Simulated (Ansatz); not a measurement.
`CCSCS` + `NC(O)(O)F` → `COC(N)(O)F` + `CSCS`  (substitution at a C–C bond)

Isolated molecules relaxed with PBE0-D4/def2-TZVP in Ansatz; ΔE leaves out vibrations. CCSD(T)/CBS adds triple-zeta CCSD(T) − MP2 to the extrapolated MP2 energy (def2 sets, frozen cores). Functionals use def2-TZVPP. B3LYP here is the variant with VWN-RPA as its local correlation; programs differ in this. Each species was taken in one conformer, which may not be the lowest.

`CCSCS`:

Cartesian coordinates in Å:
```
C 1.212 -1.329 -0.137
C 1.068 -0.155 0.812
S 0.315 1.323 0.089
C -1.403 0.788 -0.026
S -2.405 2.034 -0.851
H 1.799 -1.049 -1.013
H 0.241 -1.688 -0.486
H 1.711 -2.165 0.360
H 2.049 0.186 1.153
H 0.505 -0.430 1.708
H -1.484 -0.166 -0.547
H -1.836 0.681 0.972
H -1.773 1.969 -2.034
```

`NC(O)(O)F`:

```xyz
9

N    -0.065   -1.061   -0.570
C    -0.106    0.136    0.186
O    -0.438    1.232   -0.563
O     1.090    0.386    0.812
F    -1.081   -0.050    1.150
H     0.545   -0.936   -1.368
H    -0.993   -1.299   -0.895
H    -0.297    2.017   -0.022
H     1.344   -0.422    1.270
```

`COC(N)(O)F`:

Cartesian coordinates in Å:
```
C -0.908 -0.381 -1.354
O -0.465 -0.820 -0.080
C 0.150 0.130 0.696
N 1.318 0.667 0.101
O 0.399 -0.440 1.916
F -0.717 1.197 0.871
H -1.219 -1.276 -1.890
H -0.099 0.116 -1.893
H -1.756 0.301 -1.257
H 1.610 1.495 0.602
H 2.059 -0.021 0.133
H -0.372 -0.968 2.155
```

`CSCS`:

```xyz
10

C    -0.410    1.525   -0.010
S    -0.196    0.248    1.231
C    -0.171   -1.211    0.185
S     1.188   -1.340   -1.006
H    -1.387    1.451   -0.491
H    -0.339    2.483    0.504
H     0.381    1.459   -0.759
H    -0.163   -2.066    0.861
H    -1.082   -1.268   -0.414
H     2.178   -1.280   -0.101
```

Is it downhill or uphill in electronic energy at CCSD(T)/CBS, and by how much? (Estimate.)

Computed: Uphill: ΔE = +10.2 kcal/mol.

What do these levels give: PBE-D4, r2SCAN-D4, B3LYP-D4, ωB97X-V, ωB97M-V, PBE, r2SCAN, PBE0, SCS-MP2/def2-TZVPP, HF/def2-QZVPP, SCS-MP2/def2-QZVPP, CCSD/CBS(def2)? (Best estimate.)

Ansatz gave: PBE-D4 9.2, r2SCAN-D4 9.0, B3LYP-D4 8.4, ωB97X-V 8.8, ωB97M-V 9.4, PBE 9.2, r2SCAN 9.0, PBE0 9.9, SCS-MP2/def2-TZVPP 10.2, HF/def2-QZVPP 8.7, SCS-MP2/def2-QZVPP 10.4, CCSD/CBS(def2) 10.3 kcal/mol.

Largest T1 diagnostic among the species: 0.011.

In def2-TZVPP, CCSD(T) changes the Hartree–Fock value by +1.2 kcal/mol (the triples alone add −0.1 kcal/mol) and MP2 by +2.4 kcal/mol.
